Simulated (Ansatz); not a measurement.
Two shapes of singlet CH3(+).

Shape 1:

```xyz
4

C     0.0336   -0.0010    0.0370
H     1.1130   -0.0120    0.0477
H    -0.5226    0.9853   -0.0280
H    -0.5979   -0.9391    0.0102
```

Shape 2:

```xyz
4

C    -0.0069   -0.0039   -0.0062
H     1.0986    0.0064    0.0054
H    -0.5524    0.9588    0.0096
H    -0.5513   -0.9587    0.0097
```

Basis set: STO-3G (spherical functions). Correlated methods keep 1 orbital frozen. Charge 1, multiplicity 1.

Computed with Ansatz (development build ahead of 0.2.0); each method stands on the lowest determinant of its kind that the runs found.

(1) Which shape is lower in energy, and by how much in each method?

## Answers

(1)

| method | E(2) − E(1) (eV) |
| --- | --- |
| RHF | -0.040 |
| RHF-MP2 | -0.019 |

Shape 2 is lower.
